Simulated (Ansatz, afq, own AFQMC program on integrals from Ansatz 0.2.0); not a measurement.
# Where AFQMC and coupled cluster stand for GaBr⁺, doublet

```xyz
2

Ga    0.0000    0.0000    0.0000
Br    0.0000    0.0000    3.1730
```

Basis cc-pVDZ. Noble-gas cores (and the filled d shells of Ga–Kr and In–Xe) are frozen. AFQMC by an in-house program on the Cholesky factors that Ansatz 0.2.0 writes for its CCSD(T) run. ph-AFQMC/CISD is guided by a CISD state made of CCSD amplitudes; releasing the constraint for a short imaginary time cuts its bias at the price of noise, slowly where states lie close. Uncertainties: one standard error, sampling alone. No spin–orbit coupling.

Determinant: UHF, the one that the program's search chose, which needn't be the lowest solution. The geometry is a point of a scan.

No full CI on the walks' own integrals is used here; CCSDT(Q) serves as the reference and is uncertain by about the last step of the cluster series.

Cautions: no relativity below Rb; no spin-orbit coupling; inner d shell frozen.

- T1 diagnostic: 0.0075
- weight of the determinant in the CISD state: 0.904
- ⟨S²⟩ of the determinant: 0.756
- size of the correlated space: 9 electrons in 26 orbitals

```
  level  correlation energy (eV)
    MP2                  -3.2760
   CCSD                  -3.9930
CCSD(T)                  -4.0359
```

(1) Estimate where phaseless AFQMC with a CISD trial lies against CCSD(T) on the same integrals.

(1) 0.03 ± 0.11 kcal/mol above CCSD(T). The gap is under twice the noise, so this walk alone can't tell the two apart.

Reference: CCSDT(Q), correlation energy -4.049 eV. The released energy is read at 2.40 1/Eh (meV from the phaseless value at times in 1/Eh: -4 ± 7 at 0.24, -11 ± 6 at 0.51, -11 ± 5 at 0.99, -10 ± 6 at 1.62, -3 ± 6 at 2.40).

```tsv
level	E − E(reference) (kcal/mol)	share of correlation (%)
CCSD(T)	0.30	99.68
CCSDT	0.11	99.88
ph-AFQMC/CISD	0.33 ± 0.11	99.64
released AFQMC	0.27 ± 0.15	99.71
```

A walk keeps the symmetry of its determinant, which the program's search chose and which needn't be the lowest solution, so a lower state of the same spin and another symmetry isn't excluded. Released energies are given only where the last usable release times agree within the noise; a slower fall can still hide under it.
